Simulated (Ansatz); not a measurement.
# NH2 (SMILES [NH2]): levels of theory compared

We compute a comparison of 6 runs (U-r2SCAN0/3-21G, U-wB97X/3-21G, UCAM-B3LYP/6-31G*, UMP2/3-21G, UCCSDT/3-21G, UCCSDTQ/3-21G) of NH2. 

The calculation is run with Ansatz 0.2.0.

48 further runs of the same task are left out: 48 set aside as unsound or not needed.

## Step 1: The structure to begin with

The species is NH2 (3 atoms), meant as a doublet with charge 0. SMILES: `[NH2]`. The H2–N1 distance was set to 2.028 Å, away from the relaxed value. At this shape a bond of the SMILES string is far longer than usual.

Bond lengths: N1–H3 1.014 Å.

## Step 2: The energy at U-r2SCAN0/3-21G (run 1)

Contents of job.yaml:

```yaml
crystal:
  periodic: [false, false, false]
  atoms:
    - symbol: N
      position_ang: [0.458784, -1.184706, 0.128089]
    - symbol: H
      position_ang: [0.155580, 0.820260, 0.174790]
    - symbol: H
      position_ang: [-0.311156, -1.640536, -0.349571]
basis:
  gaussian:
    orbitals: 3-21G.json
magnetization:
  spin_polarized: true
  initial_magnetization: 1
accuracy: high
hamiltonian:
  xc: {name: r2SCAN0}
```

The basis set 3-21G is read from a file made from the Basis Set Exchange's data (not shown).

Command:

```console
ansatz run job.yaml --threads 1 --pin off --max-ram 2610MiB --events-out events.jsonl --progress --plain --runs-dir runs
```

Log:

```text
Warning: RAYON_NUM_THREADS=1 ignored (pool sized by the plan → 1); use --threads N
Functional definition: r2SCAN0
  name "r2SCAN0"
  parameter a = 0.25
  parameter k0 = 0.174
  parameter k1 = 0.065
  parameter a1 = 4.9479
  exchange = (1 - a)*r2scan_x(k0 = k0, k1 = k1, a1 = a1) + a*exact_x
  correlation = r2scan_c
246 factors; integrals over basis functions are off by at most 8.4e-9 eV
mean field evaluation 1: about -1503.8718 eV, gradient 2.0e1 eV
mean field evaluation 2: about -1496.9452 eV, gradient 3.4e1 eV
mean field evaluation 4: about -1506.7060 eV, gradient 2.3e0 eV
mean field evaluation 8: about -1506.4659 eV, gradient 1.7e-1 eV
mean field evaluation 16: about -1507.4122 eV, gradient 9.5e-8 eV
mean field evaluation 32: about -1507.4122 eV, gradient 2.6e-5 eV
mean field -1507.41217779 eV, -55.3963757730 hartree, gradient 8.4e-8 eV, S^2 1.475174; 3 other end points of the search recorded, 0 dependent functions left out
reference -1507.41217823 eV, -55.3963757892 hartree; 5, 4 occupied and 8, 9 virtual orbitals, 246 factors
Total energy: -1507.41217823 eV, -55.3963757892 hartree
```

Run time: 3.6 s. Hardware: 1 thread of Arm Neoverse V1, shared host; peak memory 0.13 GiB.

## Step 3: The energy at U-wB97X/3-21G (run 2)

Contents of job.yaml:

```yaml
basis:
  gaussian: {orbitals: 3-21G.json}
crystal:
  periodic: [false, false, false]
  atoms:
    - {symbol: "N", position_ang: [0.458784, -1.184706, 0.128089]}
    - {symbol: H, position_ang: [0.155580, 0.820260, 0.174790]}
    - {symbol: H, position_ang: [-0.311156, -1.640536, -0.349571]}
magnetization: {spin_polarized: true, initial_magnetization: 1}
hamiltonian: {xc: {name: wB97X}}
accuracy: high
```

The basis set 3-21G is read from a file made from the Basis Set Exchange's data (not shown).

Command:

```console
ansatz run job.yaml --threads 1 --pin off --max-ram 2610MiB --events-out events.jsonl --progress --plain --runs-dir runs
```

Log, shortened:

```text
Warning: RAYON_NUM_THREADS=1 ignored (pool sized by the plan → 1); use --threads N
Functional definition: wB97X
  name "wB97X"
[...]
      + exact_x_lr(omega)
[...]
      + integral(e_c_pw_opposite_spin*poly(b97_u_opposite, 1, cos1, cos2, cos3, cos4))
246 factors; integrals over basis functions are off by at most 8.4e-9 eV
101 factors; integrals over basis functions are off by at most 9.2e-10 eV
[...]
mean field -1507.65887980 eV, -55.4054419047 hartree, gradient 2.4e-8 eV, S^2 1.453016; 1 other end points of the search recorded, 0 dependent functions left out
reference -1507.65887917 eV, -55.4054418817 hartree; 5, 4 occupied and 8, 9 virtual orbitals, 246 factors
Total energy: -1507.65887917 eV, -55.4054418817 hartree
```

Wall time 4.8 s (1 thread of Arm Neoverse V1, shared host); peak memory 0.2 GiB.

Runs 3 to 5 aren't shown in full; the table further down has their settings and results.

## Step 4: The energy at UCCSDTQ/3-21G (run 6)

Contents of molecule.yaml:

```yaml
crystal:
  periodic: [false, false, false]
  atoms:
    - symbol: "N"
      position_ang: [0.458784, -1.184706, 0.128089]
    - symbol: H
      position_ang: [0.155580, 0.820260, 0.174790]
    - symbol: H
      position_ang: [-0.311156, -1.640536, -0.349571]
basis:
  gaussian:
    orbitals: 3-21G.json
magnetization:
  spin_polarized: true
  initial_magnetization: 1
correlation:
  method: ccsdtq
  frozen_orbitals: {H: 0, "N": 1}
scf:
  omitted_lower_state_checks: [cluster_reference, increment]
accuracy: high
```

The basis set 3-21G is read from a file made from the Basis Set Exchange's data (not shown).

Command:

```console
ansatz run molecule.yaml --threads 1 --pin off --max-ram 2610MiB --events-out events.jsonl --progress --plain --runs-dir runs
```

Log:

```text
Warning: RAYON_NUM_THREADS=1 ignored (pool sized by the plan → 1); use --threads N
[... 17 lines left out ...]
1 core orbitals not correlated: weight in the atoms' cores, before any rotation towards them, 1.000 or more for the frozen orbitals, at most 0.000 for the correlated occupied ones
[... 55 lines left out ...]
Total energy: -1503.06927655 eV, -55.2367770961 hartree
Checks for a lower state left out: cluster_reference, increment
```

Wall time 15 s (1 thread of Arm Neoverse V1, shared host); peak memory 0.16 GiB.

## Step 5: All runs side by side

```tsv
run	level	frozen core orbitals	energy (Eh)	⟨S²⟩	wall time
1	U-r2SCAN0/3-21G	–	-55.396376	1.475	3.6 s
2	U-wB97X/3-21G	–	-55.405442	1.453	4.8 s
3	UCAM-B3LYP/6-31G* (spherical functions)	–	-55.705111	1.434	1.9 s
4	UMP2/3-21G	1	-55.213427	1.650	0.2 s
5	UCCSDT/3-21G	1	-55.236614	1.650	1.2 s
6	UCCSDTQ/3-21G	1	-55.236777	1.650	15 s
```

## Step 6: Results

| quantity | value |
| --- | --- |
| run 6: total energy | -55.23678 Eh |
| run 6: correlation energy (1 core orbital frozen) | -79.6 mEh |
| run 6: ⟨S²⟩ of the reference determinant | 1.650 |
| run 6: T1 diagnostic | 0.078 |

In words: Totals of different functionals can't be ranked against each other. Spin contamination of the reference: run 4 ⟨S²⟩ = 1.65, run 5 ⟨S²⟩ = 1.65, run 6 ⟨S²⟩ = 1.65, run 1 ⟨S²⟩ = 1.48, run 2 ⟨S²⟩ = 1.45, run 3 ⟨S²⟩ = 1.43. Where it is this large, the reference is a mixture of spin states, and values that rest on it are in doubt. All runs together took 27 s, the longest 15 s.
